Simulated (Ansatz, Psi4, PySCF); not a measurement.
C-H bond dissociation enthalpy at 298 K: 9 cases among organics with oxygen, in kcal/mol, species as SMILES. Conventions: six Cartesian d functions in 6-31G* and its kin unless marked 5d; spin-orbit terms left out; non-relativistic; open shells spin-unrestricted; no dispersion term unless named; valence correlation only; 6-311+G** with 5d. CBS(X,Y): correlation extrapolated as X^-3; Hartree-Fock from the larger set. The bracket is a focal-point correction in the basis named. Ab initio and DFT rows: single points at B3LYP-D3(BJ) geometries (Ansatz, a first-principles code), with unscaled harmonic terms from B3LYP/6-31G* (Ansatz) at its own minima.

Coupled cluster (Ansatz) is a level with limits of its own, used here on species with T1 under 0.025 (0.045 for open shells) and stable references: (a) RI-MP2/CBS(cc-pVTZ,cc-pVQZ)+[CCSD(T)-MP2]/cc-pVTZ; (b) CCSD(T)/CBS(cc-pVTZ,cc-pVQZ).

```tsv
species	atoms	coupled cluster	difference of MP2/6-31G* (Ansatz)	difference of HF/STO-3G (Ansatz)	difference of B3LYP/6-31G** (Ansatz)	difference of M06-2X/6-311+G** (PySCF)	difference of wB97X-D/6-31G* (Psi4)	difference of r2SCAN-D4/def2-TZVPD (Ansatz + dftd4)	difference of wB97M-V/def2-TZVPD (Ansatz)
COC=O [methyl formate], to CO[C]=O + H atom	8	100.2 (a)	-9.8	-6.7	-2.0	-1.2	-1.8	-5.6	-1.1
CCO [ethanol], to C[CH]O + H atom	9	95.6 (a)	-9.0	-0.8	-3.0	-2.1	-2.5	-7.3	-2.2
CCO [ethanol], to [CH2]CO + H atom	9	103.0 (a)	-8.2	1.3	-0.9	-1.8	-0.2	-6.5	-1.3
COC(C)C, to [CH2]C(C)OC + H atom	15	102.1 (b)	-8.2	1.1	-0.9	-1.9	-0.1	-5.9	-0.6
CC(OC)C, to CO[C](C)C + H atom	15	95.3 (b)	-7.7	-0.8	-2.9	-1.9	-2.1	-7.4	-1.7
CC(C)CO, to C[C](C)CO + H atom	15	98.2 (b)	-7.8	0.0	-3.3	-1.8	-1.8	-7.8	-1.6
CC(C)CO, to [CH2]C(C)CO + H atom	15	101.7 (b)	-7.7	2.5	-0.6	-1.5	0.4	-5.8	-0.6
COC(C)C, to [CH2]OC(C)C + H atom	15	95.6 (b)	-7.7	2.4	-1.3	-1.3	-0.5	-5.9	-1.4
C(C(C)C)O, to CC(C)[CH]O + H atom	15	95.8 (b)	-8.3	-0.6	-2.6	-1.6	-1.8	-6.7	-1.5
```

| level | cases | mean signed difference | mean absolute difference | median absolute difference | largest absolute difference |
|---|---|---|---|---|---|
| MP2/6-31G* (Ansatz) | 9 | -8.27 | 8.27 | 8.20 | 9.8 |
| HF/STO-3G (Ansatz) | 9 | -0.18 | 1.80 | 1.10 | 6.7 |
| B3LYP/6-31G** (Ansatz) | 9 | -1.94 | 1.94 | 2.00 | 3.3 |
| M06-2X/6-311+G** (PySCF) | 9 | -1.68 | 1.68 | 1.80 | 2.1 |
| wB97X-D/6-31G* (Psi4) | 9 | -1.16 | 1.24 | 1.80 | 2.5 |
| r2SCAN-D4/def2-TZVPD (Ansatz + dftd4) | 9 | -6.54 | 6.54 | 6.50 | 7.8 |
| wB97M-V/def2-TZVPD (Ansatz) | 9 | -1.33 | 1.33 | 1.40 | 2.2 |

MP2/6-31G* lies above in 0 of 9 cases and within 2 kcal/mol in 0; mean signed difference -8.27 kcal/mol, mean absolute 8.27 kcal/mol (9.00 over the 3 cases of up to 9 atoms, 7.90 over the larger). These figures hold for the species listed.

How the rows were picked: cases drawn at random among the computed members of the class with clean coupled-cluster diagnostics. The batch they came from held 21 cases of this property in the class: 4 with a tabulated value, 15 with clean coupled cluster alone, 2 with neither, which enter no statistics. The levels are drawn from those run on every case listed, the commonest habits more often. No case is left out for the size of its miss. Left out are saddle points of the reference geometry, anions that the best level run finds unbound, excited spin states, species near biochemistry, 298 K rows of species without real B3LYP wavenumbers, cases with under five habitual levels, runs that failed or that the program found above a lower state of the same kind, table entries that another table contradicts, and a share of species set aside by lot.
